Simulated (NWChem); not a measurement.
# B3LYP/jorge-DZP run of CH5BO (SMILES CBO)

Aim: the vertical ionisation energy of CH5BO at B3LYP/jorge-DZP, from 2 runs. 

Program for the calculation: NWChem 7.3.0.

## 1. The molecule

CH5BO has 8 atoms, charge 0, and is taken as a singlet. As SMILES, `CBO`. Geometry: relaxed at PBE0-D4/def2-TZVP. This is one conformer, not always the lowest.

Bond lengths: C1–B2 1.559 Å, B2–O3 1.357 Å, C1–H4 1.092 Å, C1–H5 1.096 Å, C1–H6 1.096 Å, B2–H7 1.207 Å, O3–H8 0.960 Å. Angles: C1–B2–O3 119.4°, C1–B2–H7 121.8°, O3–B2–H7 118.7°, B2–C1–H4 113.4°, B2–C1–H5 110.2°, B2–C1–H6 110.2°, B2–O3–H8 113.1°, H4–C1–H5 108.7°, H4–C1–H6 108.7°, H5–C1–H6 105.3°.

## 2. The energy at B3LYP/jorge-DZP

File mymol.nw:

```
start mymol
title "CH5BO B3LYP"
memory stack 880 mb heap 220 mb global 1100 mb

geometry units angstrom noautosym nocenter noautoz
  C     -0.618600     0.710300    -0.324600
  B      0.508800    -0.240100     0.180200
  O      0.240700    -1.558300     0.355600
  H     -1.568300     0.201200    -0.499400
  H     -0.308500     1.205100    -1.251900
  H     -0.780500     1.520100     0.395700
  H      1.620500     0.163100     0.420800
  H      0.998200    -2.058400     0.667700
end

basis "ao basis" spherical bse
  * library jorge-DZP
end

dft
  xc b3lyp
  grid fine
  convergence energy 1e-08
  maxiter 100
  mulliken
  print low
end

task dft energy
```

Run with:

```
$ nwchem mymol.nw > mymol.out
```

What it wrote:

```text
[...]
 d= 0,ls=0.0,diis     1   -141.2083701986 -2.08D+02  1.51D-02  5.03D-01     1.0
[...]
 d= 0,ls=0.0,diis     8   -141.2642589379 -2.19D-09  2.30D-06  4.51D-08     6.6
         Total DFT energy =     -141.264258937917
      One electron energy =     -322.787198658331
           Coulomb energy =      134.918679888268
    Exchange-Corr. energy =      -19.988345863707
 Nuclear repulsion energy =       66.592605695852
[...]
      Total Density - Mulliken Population Analysis
     ---------------------------------------------
    Atom       Charge   Shell Charges
 -----------   ------   -------------------------------------------------------
    1 C    6     6.13   0.93  1.05  0.69  0.39  2.60  0.44  0.03
    2 B    5     5.04   0.93  1.05  0.63  0.29  1.77  0.22  0.15
    3 O    8     8.12   0.94  1.03  0.85  0.79  3.51  0.98  0.01
    4 H    1     0.94   0.73  0.19  0.02
    5 H    1     0.94   0.73  0.19  0.03
    6 H    1     0.94   0.73  0.19  0.03
    7 H    1     1.07   0.76  0.30  0.01
    8 H    1     0.80   0.67  0.06  0.07
[...]
```

Run time: 7.2 s. Hardware: 1 thread of Intel Xeon Platinum 8559C (Emerald Rapids), shared host; peak memory 0.11 GiB.

## 3. The doublet cation at the same level

File a.nw:

```
start a
title "CH5BO"
memory 2200 mb
charge 1

geometry units angstroms noautosym nocenter noautoz
C    -0.618600    0.710300   -0.324600
B     0.508800   -0.240100    0.180200
O     0.240700   -1.558300    0.355600
H    -1.568300    0.201200   -0.499400
H    -0.308500    1.205100   -1.251900
H    -0.780500    1.520100    0.395700
H     1.620500    0.163100    0.420800
H     0.998200   -2.058400    0.667700
end

basis "ao basis" spherical bse
* library jorge-DZP
end

dft
xc b3lyp
mult 2
grid fine
convergence energy 1e-08
maxiter 100
mulliken
print low
end

task dft energy
```

Run with:

```
$ nwchem a.nw > a.out
```

What it wrote:

```text
[...]
 d= 0,ls=0.0,diis     1   -140.6339425915 -2.07D+02  1.72D-02  5.39D-01     1.4
[...]
 d= 0,ls=0.0,diis    12   -140.8590018522 -7.32D-09  8.68D-07  4.05D-09    14.9
[...]
         Total DFT energy =     -140.859001852157
      One electron energy =     -315.970868333589
           Coulomb energy =      128.135509567751
    Exchange-Corr. energy =      -19.616248782171
 Nuclear repulsion energy =       66.592605695852
[...]
      Total Density - Mulliken Population Analysis
     ---------------------------------------------
    Atom       Charge   Shell Charges
 -----------   ------   -------------------------------------------------------
    1 C    6     6.08   0.93  1.05  0.72  0.41  2.55  0.40  0.03
    2 B    5     4.96   0.93  1.05  0.70  0.28  1.69  0.16  0.16
    3 O    8     7.96   0.94  1.03  0.87  0.78  3.47  0.86  0.01
    4 H    1     0.82   0.69  0.10  0.03
    5 H    1     0.84   0.70  0.11  0.03
    6 H    1     0.84   0.70  0.11  0.03
    7 H    1     0.79   0.66  0.11  0.02
    8 H    1     0.72   0.62  0.03  0.07
[...]
      <S2> =      0.7546 (Exact =     0.7500)
[...]
```

It took 16 s on 1 thread of Intel Xeon Platinum 8559C (Emerald Rapids), shared host; peak memory 0.11 GiB.

## 4. Outcome

Level: B3LYP/jorge-DZP.

| quantity | value |
| --- | --- |
| singlet CH5BO: total energy | -141.26426 Eh |
| doublet cation: total energy | -140.85900 Eh |
| doublet cation: ⟨S²⟩ | 0.755 |
| vertical ionisation energy (to the doublet cation) | 11.028 eV |

What this shows: The vertical ionisation energy comes to 11.03 eV (1064 kJ/mol).
